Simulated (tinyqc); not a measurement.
MP2 on RHF in the sto-6g basis, frozen core, for BH3, spin multiplicity 1, step by step (part 2 of 2). Computed by tinyqc, a small Python program that keeps every step (integrals from PySCF). Command: `OMP_NUM_THREADS=1 python tinyqc.py 30192 30193 out.jsonl` (the two numbers bound the seeds that draw the settings). One thread of a shared host (Intel(R) Xeon(R) Processor @ 2.60GHz), about 0.2 s of CPU time with the checks.

Geometry (angstrom):
```
atom          x          y         z
B      0.000000   0.000000  0.017000
H      1.266000   0.000000  0.000000
H     -0.633000   1.096000  0.000000
H     -0.633000  -1.096000  0.000000
```

## Integrals over molecular orbitals

coefficients C:
```
              MO1        MO2        MO3        MO4        MO5        MO6        MO7        MO8
1B 1s    0.994405  -0.216413   0.000000  -0.000059  -0.005677  -0.243674   0.000634   0.000000
1B 2s    0.023107   0.579203   0.000000   0.000235   0.026354   1.337499  -0.003702   0.000000
1B 2px  -0.000002  -0.000145   0.000000   0.503042   0.000001   0.002741   1.134432   0.000000
1B 2py   0.000000   0.000000   0.503057   0.000000   0.000000   0.000000   0.000000   1.134472
1B 2pz  -0.000038  -0.002354   0.000000   0.000001   0.999663  -0.029398   0.000076   0.000000
2H 1s   -0.003927   0.280662   0.000000   0.526899  -0.009329  -0.699736  -0.918823   0.000000
3H 1s   -0.003929   0.280880   0.456234  -0.263306  -0.009324  -0.696375   0.462288  -0.797481
4H 1s   -0.003929   0.280880  -0.456234  -0.263306  -0.009324  -0.696375   0.462288   0.797481
```

core Hamiltonian H = T + V (hartree), lower triangle:
```
             1B 1s      1B 2s     1B 2px     1B 2py     1B 2pz      2H 1s      3H 1s      4H 1s
1B 1s   -13.698561
1B 2s    -3.410264  -4.596505
1B 2px    0.000014   0.000097  -3.899963
1B 2py    0.000000   0.000000   0.000000  -3.899959
1B 2pz    0.000695   0.005968  -0.000002   0.000000  -3.737544
2H 1s    -0.754880  -1.806404  -1.677385   0.000000   0.023628  -3.021436
3H 1s    -0.755456  -1.807261   0.839229  -1.453034   0.023643  -0.370856  -3.022019
4H 1s    -0.755456  -1.807261   0.839229   1.453034   0.023643  -0.370856  -0.371211  -3.022019
```

Given earlier and not repeated: Two-electron integrals (ij|kl) in chemists' order.

(pq|rs) = sum C_ip C_jq C_kr C_ls (ij|kl), one index at a time.

one-electron integrals over orbitals h = C^T H C (hartree), lower triangle:
```
            1          2          3          4          5          6          7          8
1  -13.686372
2    0.294306  -3.707116
3    0.000000   0.000000  -3.424430
4    0.000089   0.000091   0.000000  -3.424238
5    0.008578  -0.006550   0.000000  -0.000007  -3.737211
6    0.315004  -0.637061   0.000000  -0.001877   0.014739  -2.963047
7   -0.000809   0.001829   0.000000  -0.635221  -0.000034  -0.000441  -3.132718
8    0.000000   0.000000  -0.635079   0.000000   0.000000   0.000000   0.000000  -3.132693
```

Two-electron integrals over orbitals (pq|rs), unique and non-zero (hartree); the lowest 1 orbital is frozen and left out:
```
(22|22) 0.434130    (32|32) 0.118668    (33|22) 0.427797    (33|33) 0.480392
(42|22) -0.000088   (42|33) -0.064031   (42|42) 0.118596    (43|32) -0.064007
(43|43) 0.049764    (44|22) 0.427698    (44|33) 0.380727    (44|42) 0.064069
(44|44) 0.480432    (52|22) -0.000368   (52|33) -0.000337   (52|42) 1.91e-07
(52|44) -0.000338   (52|52) 0.068234    (53|32) -0.000739   (53|43) 0.000732
(53|53) 0.016768    (54|22) 7.84e-07    (54|33) 0.000733    (54|42) -0.000739
(54|44) -0.000733   (54|52) 0.000014    (54|54) 0.016766    (55|22) 0.457427
(55|33) 0.424470    (55|42) -0.000005   (55|44) 0.424442    (55|52) 0.004667
(55|54) 2.46e-06    (55|55) 0.587142    (62|22) 0.045304    (62|33) 0.022191
(62|42) 0.000014    (62|44) 0.022085    (62|52) -0.000119   (62|54) 2.97e-06
(62|55) 0.112506    (62|62) 0.073219    (63|32) -0.043468   (63|43) 0.041590
(63|53) 0.000846    (63|63) 0.060938    (64|22) 0.000172    (64|33) 0.041816
(64|42) -0.043704   (64|44) -0.041668   (64|52) 4.73e-06    (64|54) 0.000850
(64|55) 0.000305    (64|62) 0.000308    (64|64) 0.061264    (65|22) -0.001667
(65|33) -0.000712   (65|42) 0.000006    (65|44) -0.000706   (65|52) 0.064357
(65|54) 0.000061    (65|55) 0.000168    (65|62) -0.002952   (65|64) -0.000006
(65|65) 0.065991    (66|22) 0.429818    (66|33) 0.427321    (66|42) 0.000539
(66|44) 0.427905    (66|52) -0.003014   (66|54) -0.000006   (66|55) 0.452481
(66|62) 0.030017    (66|64) -0.000149   (66|65) -0.003877   (66|66) 0.446043
(72|22) -0.000130   (72|33) 0.023601    (72|42) -0.002017   (72|44) -0.023733
(72|52) -6.57e-07   (72|54) 0.001069    (72|55) -0.000317   (72|62) -0.000095
(72|64) 0.046464    (72|65) 0.000008    (72|66) -0.000123   (72|72) 0.048979
(73|32) 0.049198    (73|43) -0.023970   (73|53) -0.000600   (73|63) -0.031083
(73|73) 0.034816    (74|22) 0.048601    (74|33) 0.052857    (74|42) -0.048955
(74|44) 0.005265    (74|52) 0.001834    (74|54) 0.000597    (74|55) 0.101489
(74|62) 0.070354    (74|64) 0.031175    (74|65) -0.000883   (74|66) 0.028618
(74|72) 0.009945    (74|74) 0.106147    (75|22) 2.46e-06    (75|33) -0.001199
(75|42) 0.002416    (75|44) 0.001204    (75|52) -0.000173   (75|54) 0.016221
(75|55) -1.27e-06   (75|62) 0.000008    (75|64) -0.000989   (75|65) -0.000120
(75|66) 0.000021    (75|72) 0.000298    (75|74) -0.001009   (75|75) 0.020435
(76|22) -0.000035   (76|33) -0.058442   (76|42) 0.107750    (76|44) 0.058564
(76|52) 0.000010    (76|54) -0.000961   (76|55) 0.000032    (76|62) 0.000044
(76|64) -0.046162   (76|65) 0.000014    (76|66) 0.000576    (76|72) -0.006899
(76|74) -0.050904   (76|75) 0.002130    (76|76) 0.110770    (77|22) 0.449050
(77|33) 0.411575    (77|42) 0.028882    (77|44) 0.478081    (77|52) 0.000803
(77|54) -0.000699   (77|55) 0.472558    (77|62) 0.049925    (77|64) -0.036655
(77|65) -0.000554   (77|66) 0.455711    (77|72) -0.029833   (77|74) 0.045979
(77|75) 0.000451    (77|76) 0.029661    (77|77) 0.518586    (82|32) -0.002067
(82|43) 0.023684    (82|53) 0.001069    (82|63) 0.046431    (82|73) -0.010386
(82|82) 0.048989    (83|22) 0.048520    (83|33) 0.005182    (83|42) 0.049086
(83|44) 0.052963    (83|52) 0.001834    (83|54) -0.000597   (83|55) 0.101470
(83|62) 0.070318    (83|64) -0.030890   (83|65) -0.000877   (83|66) 0.029126
(83|72) -0.010445   (83|74) 0.040275    (83|75) 0.001015    (83|76) 0.051166
(83|77) 0.067604    (83|83) 0.106302    (84|32) 0.049091    (84|43) -0.023859
(84|53) -0.000597   (84|63) -0.030920   (84|73) 0.031518    (84|82) -0.010253
(84|84) 0.034651    (85|32) 0.002416    (85|43) -0.001200   (85|53) 0.016220
(85|63) -0.000983   (85|73) 0.001016    (85|82) 0.000298    (85|84) 0.001013
(85|85) 0.020433    (86|32) 0.107628    (86|43) -0.058262   (86|53) -0.000957
(86|63) -0.045702   (86|73) 0.051151    (86|82) -0.006781   (86|84) 0.051036
(86|85) 0.002127    (86|86) 0.110455    (87|32) -0.029740   (87|43) 0.033695
(87|53) 0.000707    (87|63) 0.037122    (87|73) -0.011353   (87|82) 0.029756
(87|84) -0.011249   (87|85) -0.000466   (87|86) -0.030276   (87|87) 0.034536
(88|22) 0.449089    (88|33) 0.478388    (88|42) -0.029458   (88|44) 0.411240
(88|52) 0.000803    (88|54) 0.000706    (88|55) 0.472565    (88|62) 0.050058
(88|64) 0.037232    (88|65) -0.000557   (88|66) 0.455405    (88|72) 0.029586
(88|74) 0.067801    (88|75) -0.000459   (88|76) -0.030113   (88|77) 0.450294
(88|83) 0.045616    (88|88) 0.518904
```

## Second-order Moller-Plesset energy

orbital energies (hartree): MO1 -7.529557, MO2 -0.643185, MO3 -0.444717, MO4 -0.444702, MO5 0.237548, MO6 0.603062, MO7 0.679836, MO8 0.679887

Hartree-Fock energy = -26.30979052 hartree

E2 = sum_ijab (ia|jb) [2 (ia|jb) - (ib|ja)] / (e_i + e_j - e_a - e_b) over occupied i, j and virtual a, b; the opposite-spin part is (ia|jb)^2 / denominator, the rest is same-spin, and SCS-MP2 scales them by 6/5 and 1/3.

Terms (the 40 largest of 74):
```
i  j  a  b    (ia|jb)    (ib|ja)  denominator       term
3  3  8  8   0.106302   0.106302    -2.249208  -0.005024
4  4  7  7   0.106147   0.106147    -2.249076  -0.005010
2  4  6  7   0.070354   0.046464    -2.370784  -0.002797
4  2  7  6   0.070354   0.046464    -2.370784  -0.002797
3  2  8  6   0.070318   0.046431    -2.370851  -0.002794
2  3  6  8   0.070318   0.046431    -2.370851  -0.002794
2  2  5  5   0.068234   0.068234    -1.761465  -0.002643
2  2  6  6   0.073219   0.073219    -2.492493  -0.002151
4  4  6  6   0.061264   0.061264    -2.095528  -0.001791
3  3  6  6   0.060938   0.060938    -2.095558  -0.001772
2  2  8  8   0.048989   0.048989    -2.646143  -0.000907
2  2  7  7   0.048979   0.048979    -2.646040  -0.000907
3  4  8  7   0.040275   0.031518    -2.249142  -0.000878
4  3  7  8   0.040275   0.031518    -2.249142  -0.000878
3  3  7  7   0.034816   0.034816    -2.249106  -0.000539
4  4  8  8   0.034651   0.034651    -2.249178  -0.000534
4  4  7  6   0.031175   0.031175    -2.172302  -0.000447
4  4  6  7   0.031175   0.031175    -2.172302  -0.000447
3  3  7  6  -0.031083  -0.031083    -2.172332  -0.000445
3  3  6  7  -0.031083  -0.031083    -2.172332  -0.000445
4  2  6  7   0.046464   0.070354    -2.370784  -0.000442
2  4  7  6   0.046464   0.070354    -2.370784  -0.000442
3  2  6  8   0.046431   0.070318    -2.370851  -0.000441
2  3  8  6   0.046431   0.070318    -2.370851  -0.000441
3  4  6  8  -0.030920  -0.030890    -2.172368  -0.000441
4  3  8  6  -0.030920  -0.030890    -2.172368  -0.000441
4  3  6  8  -0.030890  -0.030920    -2.172368  -0.000439
3  4  8  6  -0.030890  -0.030920    -2.172368  -0.000439
3  4  7  8   0.031518   0.040275    -2.249142  -0.000319
4  3  8  7   0.031518   0.040275    -2.249142  -0.000319
3  3  5  5   0.016768   0.016768    -1.364530  -0.000206
4  4  5  5   0.016766   0.016766    -1.364500  -0.000206
3  2  8  7  -0.010445  -0.010386    -2.447624  -0.000045
2  3  7  8  -0.010445  -0.010386    -2.447624  -0.000045
3  2  7  8  -0.010386  -0.010445    -2.447624  -0.000044
2  3  8  7  -0.010386  -0.010445    -2.447624  -0.000044
2  4  8  8  -0.010253  -0.010253    -2.447661  -0.000043
4  2  8  8  -0.010253  -0.010253    -2.447661  -0.000043
4  2  7  7   0.009945   0.009945    -2.447558  -0.000040
2  4  7  7   0.009945   0.009945    -2.447558  -0.000040
```

Pair energies (hartree; pair i-j sums ij and ji):
```
pair  opposite spin  same spin
2-2       -0.006608          0
3-2       -0.006172  -0.000482
3-3       -0.008432          0
4-2       -0.006168  -0.000482
4-3       -0.004085  -0.000068
4-4       -0.008437          0
```

MP2 correlation energy = -0.04093331 hartree

SCS-MP2 correlation energy = -0.04822540 hartree

MP2 total energy = -26.35072383 hartree
